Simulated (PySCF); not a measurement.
**B2: from constants to spectrum**

ROHF constants of B2, ³Σg⁻ (triplet), unpaired electrons π ↑↑ (B pcseg-1; no relativity (PySCF 2.14); masses 11.0093 and 11.0093 u):

```
ωe          : 1589.3 cm⁻¹
ωexe        : 6.15 cm⁻¹
Be          : 1.4804 cm⁻¹
αe          : 0.00946 cm⁻¹
De to B + B : -4.34 eV
```

What force constant and bond length do these constants imply?

Reduced mass μred = 5.5047 u; k = 5.8918×10⁻⁷·μred·ωe² (u, cm⁻¹, mdyn/Å) = 8.19 mdyn/Å; Re = √(16.8576/(μred·Be)) (u, cm⁻¹, Å) = 1.438 Å.

Estimate the centrifugal constant D from the Kratzer relation and find the Dunham coefficient a1.

D = 4Be³/ωe² = 5.14e-06 cm⁻¹; a1 = −1 − αeωe/(6Be²) = -2.14.

UHF is strongly spin-contaminated for B2, so the ROHF reference used there is far from stable. Hartree–Fock leaves out correlation, which carries a large part of most bond energies and some tenths to 1 eV of ionisation energies. A negative De means that the minimum lies above the separated atoms at that level. The state is the lowest determinant that a PBE0 search found; another state may lie lower at other levels.
